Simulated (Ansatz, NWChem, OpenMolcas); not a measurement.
**Worked example: C2N2 → 2 CN**

Species: C2N2 `[C-]#[N+][N+]#[C-]`, singlet; CN, doublet. 

Shapes, held fixed at every level: PBE0-D4/def2-TZVP. Programs: Ansatz 0.2.0, NWChem 7.3.0, OpenMolcas 26.06. A level may come from different programs for different species; with the same settings they agree closely. The zero-point and thermal change to 298 K, harmonic and unscaled (PBE0-D4/def2-TZVP), is -9.5 kJ/mol.

At MP2/cc-pVTZ; 1 Eh = 2625.50 kJ/mol:

| species | energy (Eh) |
| --- | --- |
| C2N2 | -185.193133 |
| CN | -92.512147 |

Problem. Work out ΔH(298 K) of the reaction at this level.

Solution. 
1. Products less reactants: 2 × (-92.512147) − [(-185.193133)] = 0.168839 Eh = +443.3 kJ/mol.
2. With the thermal change: +443.3 + (-9.5) = +433.8 kJ/mol.

Other levels give +288.2 (M06-L/cc-pVTZ) to +382.7 kJ/mol (SVWN5/cc-pVTZ). No measured value is set beside it here. Spin contamination: CN (⟨S²⟩ up to 1.11). Open shells run unrestricted unless RO is named.
